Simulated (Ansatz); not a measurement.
Computed with Ansatz on PBE0-D4/def2-TZVP structures; ΔE is electronic, products minus reactants. CCSD(T)/CBS is the MP2 limit (def2-TZVPP, def2-QZVPP) plus CCSD(T) − MP2 in def2-TZVPP, frozen cores. This one scheme is used for every species. Each species was taken in one conformer, which may not be the lowest.

`C=C(F)CF` + HCl → `C=C(Cl)CF` + H–F  (substitution at a C–F bond)

`C=C(F)CF`:

```xyz
9

C     0.341    0.873    1.052
C    -0.372    0.008    0.362
F    -1.566   -0.430    0.793
C    -0.040   -0.626   -0.946
F     1.176   -0.192   -1.404
H     1.296    1.197    0.666
H    -0.017    1.260    1.996
H    -0.010   -1.715   -0.833
H    -0.808   -0.376   -1.686
```

HCl:

```xyz
2

Cl   -0.017   -0.634    0.083
H     0.017    0.634   -0.083
```

`C=C(Cl)CF`:

Z-matrix (Å, degrees):
```
C
F 1 1.373
C 1 1.493 2 111.0
H 1 1.095 2 108.7 3 -121.1
H 1 1.095 2 108.7 3 121.1
Cl 3 1.730 1 111.5 2 -179.9
C 3 1.320 1 126.1 2 0.1
H 7 1.082 3 119.2 1 -0.0
H 7 1.081 3 121.7 1 180.0
```

H–F:

Z-matrix (Å, degrees):
```
F
H 1 0.920
```

| species | CCSD/def2-TZVPP energy (Eh) |
| --- | --- |
| `C=C(F)CF` | -315.91698 |
| HCl | -460.32332 |
| `C=C(Cl)CF` | -675.90679 |
| H–F | -100.33828 |

Task: Work out ΔE.

Result: ΔE = (-675.90679) + (-100.33828) − (-315.91698) − (-460.32332) = -0.00477 Eh = -3.0 kcal/mol. CCSD(T)/CBS gives -5.4 kcal/mol.

Largest T1 diagnostic among the species: 0.012.

Leaving LDA and LC-ωPBE aside and taking each functional with its dispersion term where it has one, the values, not all of them listed here, spread over 3.6 kcal/mol, from revPBE-D4 to CAM-B3LYP-D4. The D4 term adds −1.6 kcal/mol with B3LYP and −0.8 kcal/mol with PBE0; it sums over pairs of atoms, weighted by their polarisabilities, and B3LYP, whose exchange is more repulsive, gets the larger term. At CCSD(T), def2-SVP lies +5.6 kcal/mol from the extrapolated value and def2-TZVPP +1.5 kcal/mol.

B3LYP here is the variant with VWN-RPA as its local correlation; programs differ in this.
